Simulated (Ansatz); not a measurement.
fcc Ni was calculated with PBEsol in Ansatz (plane waves, PAW).

A relaxed, unreconstructed slab of the (100) face has 8 atoms, two equal faces of 6.002 Å² each and an energy of -46437.8038 eV. A bulk cell of 2 atoms with the same orientation and in-plane k mesh has -11609.9507 eV. Energies are extrapolated to zero smearing.

Numerical settings: plane-wave cutoff 500 eV, 22×22×1 k mesh (along the axes of the cell as run), Fermi–Dirac smearing 0.1 eV, spin-polarised with parallel moments, scalar-relativistic PAW data made under PBE.

Worked out: γ = (E_slab − N E_bulk per atom)/2A = [-46437.8038 − 8 × (-11609.9507/2)]/(2 × 6.002) = 0.1665 eV/Å². With 16.022 J/m² per eV/Å² this is 2.67 J/m², or 1.00 eV per surface cell and face.

Note: a magnet's gap depends somewhat on the PAW data.

Ansatz is a program for electronic structure.
